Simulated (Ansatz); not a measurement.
# C₂H₅S+ (SMILES [CH2+]SC): functionals against CCSD(T) at one geometry

A test off equilibrium: a structure displaced at random from a GFN2-xTB minimum is computed at several levels, and each is set against CCSD(T).

Program: Ansatz 0.2.0, Gaussian basis. Level of theory: single points in def2-TZVPP. These are calculated values, not measurements.

Cores are frozen in the correlated methods.

### 1 Starting geometry

8 atoms, charge 1, spin multiplicity 1.

Atoms are counted from 1 here; the program's logs count them from 0.

Bond lengths: C1–S2 1.693 Å, C1–H4 1.065 Å, C1–H5 1.080 Å, S2–C3 1.813 Å, C3–H6 1.097 Å, C3–H7 1.180 Å, C3–H8 1.112 Å. Angles: S2–C1–H4 117.4°, S2–C1–H5 120.1°, H4–C1–H5 122.5°, C1–S2–C3 103.4°, S2–C3–H6 108.6°, S2–C3–H7 101.1°, S2–C3–H8 104.2°, H6–C3–H7 113.9°, H6–C3–H8 114.4°, H7–C3–H8 113.2°.

Geometry (Å):

```xyz
8

C    -0.86300    0.91070   -0.91330
S     0.16160   -0.43390   -1.00250
C     0.69070   -0.67510    0.71500
H    -1.30550    1.24990   -1.82100
H    -1.06860    1.37380    0.04080
H     0.53760    0.26260    1.26260
H     1.82540   -0.96160    0.56490
H     0.06900   -1.52350    1.07540
```

### 2 CCSD(T)/def2-TZVPP

The input, run/in.yaml:

```yaml
crystal:
  periodic: [false, false, false]
  atoms:
    - {symbol: C, position_ang: [-0.863000, 0.910700, -0.913300]}
    - {symbol: S, position_ang: [0.161600, -0.433900, -1.002500]}
    - {symbol: C, position_ang: [0.690700, -0.675100, 0.715000]}
    - {symbol: H, position_ang: [-1.305500, 1.249900, -1.821000]}
    - {symbol: H, position_ang: [-1.068600, 1.373800, 0.040800]}
    - {symbol: H, position_ang: [0.537600, 0.262600, 1.262600]}
    - {symbol: H, position_ang: [1.825400, -0.961600, 0.564900]}
    - {symbol: H, position_ang: [0.069000, -1.523500, 1.075400]}
basis:
  gaussian: {orbitals: def2-TZVPP}
total_charge: 1
correlation: {method: ccsd_t}
output: {forces: true}
```

The command line of these runs was not kept.

### 3 PBE0-D4/def2-TZVPP

run/in.yaml: that of step 2 with these lines changed.

```diff
@@ -14,3 +14,3 @@
 total_charge: 1
-correlation: {method: ccsd_t}
-output: {forces: true}
+hamiltonian: {xc: pbe0, dispersion: d4}
+output: {forces: true, orbitals: {seedname: orbitals}}
```

### 4 wB97M-V/def2-TZVPP

run/in.yaml: that of step 3 with these lines changed.

```diff
@@ -14,3 +14,3 @@
 total_charge: 1
-hamiltonian: {xc: pbe0, dispersion: d4}
-output: {forces: true, orbitals: {seedname: orbitals}}
+hamiltonian: {xc: {name: wB97M-V}}
+output: {forces: true}
```

### 5 r2SCAN-D4/def2-TZVPP

run/in.yaml: that of step 4 with these lines changed.

```diff
@@ -14,3 +14,3 @@
 total_charge: 1
-hamiltonian: {xc: {name: wB97M-V}}
+hamiltonian: {xc: r2scan, dispersion: d4}
 output: {forces: true}
```

### 6 PBE-D4/def2-TZVPP

run/in.yaml: that of step 5 with these lines changed.

```diff
@@ -14,3 +14,3 @@
 total_charge: 1
-hamiltonian: {xc: r2scan, dispersion: d4}
+hamiltonian: {xc: pbe, dispersion: d4}
 output: {forces: true}
```

### 7 BHLYP-D4/def2-TZVPP

run/in.yaml: that of step 6 with these lines changed.

```diff
@@ -14,3 +14,3 @@
 total_charge: 1
-hamiltonian: {xc: pbe, dispersion: d4}
+hamiltonian: {xc: {name: BHLYP}, dispersion: d4}
 output: {forces: true}
```

### 8 LC-wPBE/def2-TZVPP

run/in.yaml: that of step 7 with these lines changed.

```diff
@@ -14,3 +14,3 @@
 total_charge: 1
-hamiltonian: {xc: {name: BHLYP}, dispersion: d4}
+hamiltonian: {xc: {name: LC-wPBE}}
 output: {forces: true}
```

(Steps that only read results are left out.)

What does the calculation give? Wanted: energy less free atoms, CCSD(T)/def2-TZVPP; RMS force component; RMS force error; HOMO and LUMO, PBE0-D4; T1 diagnostic.

**Answer**, as computed:

```
                                  quantity                                                                                            value
energy less free atoms, CCSD(T)/def2-TZVPP                                                                                       -21.111 eV
                       RMS force component                                                             1.046 to 1.369 eV/Å over the methods
                           RMS force error  PBE0-D4 0.203, wB97M-V 0.213, r2SCAN-D4 0.116, PBE-D4 0.150, BHLYP-D4 0.285, LC-wPBE 0.393 eV/Å
                    HOMO and LUMO, PBE0-D4                                                                              -15.18 and -9.30 eV
                             T1 diagnostic                                                                                            0.022
```

Against CCSD(T) the functionals' energies less atoms differ by -1.405 to +0.202 eV, PBE-D4 by -1.405 eV. The reference is not at the basis limit: in triple zeta CCSD(T) underbinds, which counts against methods that bind more; the gaps are no ranking. The forces of r2SCAN-D4 come nearest to CCSD(T), those of LC-wPBE are farthest. Frozen-core CCSD(T) forces in triple zeta carry basis errors of their own, and this is one geometry, so small gaps rank nothing. The restricted Hartree–Fock reference is unstable towards an unrestricted one at one or more of these structures.
